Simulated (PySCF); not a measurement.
Atom-mapped SMILES (the numbers label the heavy atoms): `[CH3:1][n:2]1[cH:3][n:4][cH:5][n:6]1` (H(Xn): hydrogen on atom n).

Computational details: shielding tensors at PBE/pcSseg-2 (GIAO), PBE0-D3(BJ)/def2-SVP geometry, in PySCF 2.14.0 with density-fitted response routines (a single conformation, equivalent nuclei averaged, no solvent model, non-relativistic Hamiltonian).

Referencing at the same level of theory: TMS for 13C, 1H; NH3 for 15N.

| atoms | nucleus | count | δ (ppm) |
| --- | --- | --- | --- |
| H(C3) | 1H | 1 | 7.65 |
| C5 | 13C | 1 | 158.7 |
| H(C5) | 1H | 1 | 7.79 |
| N2 | 15N | 1 | ? |
| C1 | 13C | 1 | 37.4 |
| H(C1) | 1H | 3 | ? |
| N6 | 15N | 1 | 332.2 |
| N4 | 15N | 1 | ? |
| C3 | 13C | 1 | 146.4 |

Complete the table.

Answers


- H(C1): 3.75 ppm, hydrogen on a methyl carbon bonded to N; its carbon carries N, which withdraws density
- N4: 294.3 ppm, pyridine-type nitrogen of an azole
- N2: 237.3 ppm, pyrrole-type ring nitrogen

Shifts are as computed, not scaled to solution data. Of 1211 compounds with measured shifts, 218 miss one by over three times the rms of a fit or turn the order of signals round; such compounds aren't used in these exercises. Experimental scales use liquid or dissolved standards, which lie at an offset from isolated NH3 (liquid NH3: subtract about 20 ppm). Unscaled 15N shifts of sp2 nitrogen come out 20 to 40 ppm too high even then.
